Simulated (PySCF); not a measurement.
Cyclobutylamine, C4H9N.
Bonds: N1–C2, C2–C3, C3–C4, C4–C5, C2–C5. Hydrogens: H6, H7 on N1; H8 on C2; H9, H10 on C3; H11, H12 on C4; H13, H14 on C5.

The same species was optimised twice, with GFN2-xTB and with PBE0-D3(BJ)/def2-SVP (PySCF), and the same property calculations (PySCF, gas phase) were run on both structures.

| coordinate | GFN2-xTB | PBE0-D3(BJ)/def2-SVP | change |
| --- | --- | --- | --- |
| C3–H10 (Å) | 1.088 | 1.103 | +0.015 |
| C3–H9 (Å) | 1.087 | 1.100 | +0.013 |
| C5–H13 (Å) | 1.088 | 1.102 | +0.014 |
| C5–H14 (Å) | 1.090 | 1.103 | +0.013 |
| C4–H12 (Å) | 1.088 | 1.101 | +0.013 |
| C4–H11 (Å) | 1.088 | 1.100 | +0.012 |
| C2–H8 (Å) | 1.093 | 1.104 | +0.011 |
| N1–C2 (Å) | 1.441 | 1.435 | -0.006 |
| C3–C4 (Å) | 1.536 | 1.540 | +0.004 |
| N1–H7 (Å) | 1.014 | 1.018 | +0.004 |
| N1–H6 (Å) | 1.015 | 1.019 | +0.004 |
| C4–C5 (Å) | 1.536 | 1.539 | +0.003 |
| C2–C5 (Å) | 1.552 | 1.553 | +0.001 |
| C2–C3 (Å) | 1.539 | 1.539 | 0.000 |
| N1–C2–C5 (°) | 119.9 | 123.3 | +3.4 |
| C3–C2–H8 (°) | 112.2 | 109.1 | -3.1 |
| C5–C2–H8 (°) | 111.8 | 109.0 | -2.8 |
| C4–C3–H9 (°) | 116.5 | 119.3 | +2.8 |
| C4–C5–H13 (°) | 116.4 | 118.9 | +2.5 |
| C2–C5–H13 (°) | 116.5 | 118.8 | +2.3 |
| N1–C2–C3 (°) | 115.4 | 117.6 | +2.2 |
| C2–C3–H9 (°) | 116.1 | 118.3 | +2.2 |

Rotational constants: A = 9730, B = 4353, C = 3475 MHz (GFN2-xTB) against A = 10045, B = 4242, C = 3399 MHz (PBE0-D3(BJ)/def2-SVP).

On the GFN2-xTB structure: lowest singlet, TDDFT (eV) 6.16 [PBE0/def2-SVPD]; lowest triplet, Tamm–Dancoff (eV) 5.90 [PBE0/def2-SVPD]; isotropic polarisability (au) 55.4 [PBE0/def2-SVPD]; HOMO (eV) -6.66 [PBE0/def2-SVPD]; LUMO (eV) 0.81 [PBE0/def2-SVPD]; dipole (D) 1.18 [PBE0/def2-SVPD]; HOMO (eV) -6.54 [PBE0/pcSseg-1]; LUMO (eV) 1.45 [PBE0/pcSseg-1]; dipole (D) 1.20 [PBE0/pcSseg-1]; GIAO shielding of N1 (ppm) 203.7 [PBE0/pcSseg-1]; GIAO shielding of C2 (ppm) 135.9 [PBE0/pcSseg-1]; GIAO shielding of C3/C5 (mean) (ppm) 151.5 [PBE0/pcSseg-1]; GIAO shielding of C4 (ppm) 174.1 [PBE0/pcSseg-1].

Task: What do these properties become on the PBE0-D3(BJ)/def2-SVP structure?

Result: 
```
                                    property           level  on GFN2-xTB  on PBE0-D3(BJ)/def2-SVP  change
                  lowest singlet, TDDFT (eV)  PBE0/def2-SVPD         6.16                     6.25   +0.09
           lowest triplet, Tamm–Dancoff (eV)  PBE0/def2-SVPD         5.90                     5.97   +0.07
               isotropic polarisability (au)  PBE0/def2-SVPD         55.4                     56.7    +1.3
                                   HOMO (eV)  PBE0/def2-SVPD        -6.66                    -6.75   -0.09
                                   LUMO (eV)  PBE0/def2-SVPD         0.81                     0.83   +0.02
                                  dipole (D)  PBE0/def2-SVPD         1.18                     1.19   +0.01
energy, GFN2-xTB geometry as zero (kcal/mol)  PBE0/def2-SVPD          0.0                     -1.4    -1.4
                                   HOMO (eV)   PBE0/pcSseg-1        -6.54                    -6.64   -0.10
                                   LUMO (eV)   PBE0/pcSseg-1         1.45                     1.49   +0.04
                                  dipole (D)   PBE0/pcSseg-1         1.20                     1.23   +0.03
energy, GFN2-xTB geometry as zero (kcal/mol)   PBE0/pcSseg-1          0.0                     -1.3    -1.3
                  GIAO shielding of N1 (ppm)   PBE0/pcSseg-1        203.7                    207.3    +3.6
                  GIAO shielding of C2 (ppm)   PBE0/pcSseg-1        135.9                    133.0    -2.9
        GIAO shielding of C3/C5 (mean) (ppm)   PBE0/pcSseg-1        151.5                    147.3    -4.2
                  GIAO shielding of C4 (ppm)   PBE0/pcSseg-1        174.1                    169.8    -4.3
```

The heavy atoms differ by 0.088 Å rms after alignment. Among all bonds C3–H10 and C5–H13 change most and about equally (+0.014 to +0.015 Å). Changes are differences of the printed values. Neither structure is proved a minimum here.

Shape of the structure used: `[NH2:1][CH:2]1[CH2:3][CH2:4][CH2:5]1`: H–N1–C2–C3 -62°, H–N1–C2–C3 179°.
